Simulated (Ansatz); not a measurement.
Consider the formal loss of a carbene: `CCC(O)S` → `[CH2]` (triplet) + `CC(O)S`.

Computed with Ansatz on PBE0-D4/def2-TZVP structures; ΔE is electronic, products minus reactants. CBS: MP2 limit from def2 TZ/QZ plus the TZ coupled-cluster correction, frozen cores. This one scheme is used for every species. Functionals use def2-TZVPP. B3LYP here is the variant with VWN-RPA as its local correlation; programs differ in this. Triplets are unrestricted, without spin–orbit coupling. Each species was taken in one conformer, which may not be the lowest.

```
             level  ΔE (kJ/mol)  difference from CCSD(T)/CBS
            PBE-D4        449.6                          5.1
         r2SCAN-D4        421.5                        -23.0
           PBE0-D4        441.2                         -3.3
          B3LYP-D4        435.6                         -8.9
           ωB97X-V        453.8                          9.3
           ωB97M-V        445.9                          1.4
            B2PLYP        433.3                        -11.2
               PBE        442.9                         -1.6
            r2SCAN        419.5                        -25.0
              PBE0        435.4                         -9.1
             B3LYP        425.1                        -19.4
     HF/def2-TZVPP        294.9                       -149.6
    MP2/def2-TZVPP        446.3                          1.8
SCS-MP2/def2-TZVPP        446.1                          1.6
   CCSD/def2-TZVPP        421.4                        -23.1
CCSD(T)/def2-TZVPP        432.9                        -11.6
     HF/def2-QZVPP        294.8                       -149.7
    MP2/def2-QZVPP        452.9                          8.4
SCS-MP2/def2-QZVPP        454.0                          9.5
      HF/CBS(def2)        294.8                       -149.7
     MP2/CBS(def2)        457.9                         13.4
    CCSD/CBS(def2)        432.9                        -11.6
       CCSD(T)/CBS        444.5                            0
```

Largest T1 diagnostic among the species: 0.011.

In def2-TZVPP, CCSD(T) changes the Hartree–Fock value by +138.0 kJ/mol (the triples alone add +11.6 kJ/mol) and MP2 by +151.4 kJ/mol. From PBE to PBE0 (25 % exact exchange), in def2-TZVPP and without D4, ΔE moves by −7.5 kJ/mol. The D4 term adds +10.5 kJ/mol with B3LYP and +5.8 kJ/mol with PBE0; it sums over pairs of atoms, weighted by their polarisabilities, and B3LYP, whose exchange is more repulsive, gets the larger term.
